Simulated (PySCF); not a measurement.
## SMILES FC[CH+]/C=C\Cl, [C$_{4}$H$_{5}$ClF]+, charge +1

Molfile (atoms numbered from 1):
```
C4H5ClF
     RDKit          3D

 11 10  0  0  0  0  0  0  0  0999 V2000
   -1.5259   -1.7280    0.2189 F   0  0  0  0  0  0  0  0  0  0  0  0
   -1.6905   -0.4016    0.0188 C   0  0  0  0  0  0  0  0  0  0  0  0
   -0.4361    0.3342   -0.0620 C   0  0  0  0  0  0  0  0  0  0  0  0
    0.7991   -0.2603    0.0536 C   0  0  0  0  0  0  0  0  0  0  0  0
    2.0135    0.4099   -0.0173 C   0  0  0  0  0  0  0  0  0  0  0  0
    2.2102    2.0268   -0.2531 Cl  0  0  0  0  0  0  0  0  0  0  0  0
   -2.2832   -0.2681   -0.9052 H   0  0  0  0  0  0  0  0  0  0  0  0
   -2.3234   -0.0088    0.8365 H   0  0  0  0  0  0  0  0  0  0  0  0
   -0.5233    1.4026   -0.2212 H   0  0  0  0  0  0  0  0  0  0  0  0
    0.8372   -1.3327    0.2136 H   0  0  0  0  0  0  0  0  0  0  0  0
    2.9277   -0.1714    0.0916 H   0  0  0  0  0  0  0  0  0  0  0  0
  1  2  1  0
  2  3  1  0
  3  4  1  0
  4  5  2  0
  5  6  1  0
  2  7  1  0
  2  8  1  0
  3  9  1  0
  4 10  1  0
  5 11  1  0
M  CHG  1   3   1
M  END
```

Computed with GIAO PBE0/6-31++G** magnetisability, rotational g tensor and spin-rotation constants, non-relativistic, gas phase (PySCF 2.14.0). Geometry: GFN2-xTB.

For an ion the centre-of-mass motion in the field is neglected.

(1) How diamagnetic is it, and how anisotropic?

(2) Split it along the inertial axes a, b, c into diamagnetic and paramagnetic parts about the centre of mass, with the quadrupole moment.

(3) And the rotational g tensor?

Answers

(1) Isotropic -801 × 10⁻³⁰ J/T², or -48.2 × 10⁻⁶ cm³/mol; principal values -1057, -703, -642 × 10⁻³⁰ J/T², anisotropy 388 × 10⁻³⁰ J/T² (root of half the summed squared differences of the principal values). The susceptibility is in cgs units.

(2) 
```
axis  χ (10⁻⁶ cm³/mol)  diamagnetic (10⁻⁶ cm³/mol)  paramagnetic (10⁻⁶ cm³/mol)  summed x² of all electrons (Å²)  quadrupole Θ (D Å)
   a             -41.1                      -182.9                        141.8                            234.4               +8.03
   b             -39.9                     -1035.1                        995.2                             33.5               +3.00
   c             -63.7                     -1136.5                       1072.9                              9.6              -11.03
```
Anisotropies 2χaa − χbb − χcc = +21.4 and 2χbb − χaa − χcc = +24.9 × 10⁻⁶ cm³/mol. Θ is traceless in Buckingham's convention.

(3) 
| axis | rotational constant (GHz) | g | nuclear part | electronic part |
| --- | --- | --- | --- | --- |
| a | 11.2626 | -0.1005 | 0.6500 | -0.7505 |
| b | 1.1044 | -0.0089 | 0.5074 | -0.5164 |
| c | 1.0121 | +0.0070 | 0.5172 | -0.5101 |

Asymmetric top; isotopes 12C, 35Cl, 19F, 1H; no vibrational averaging.
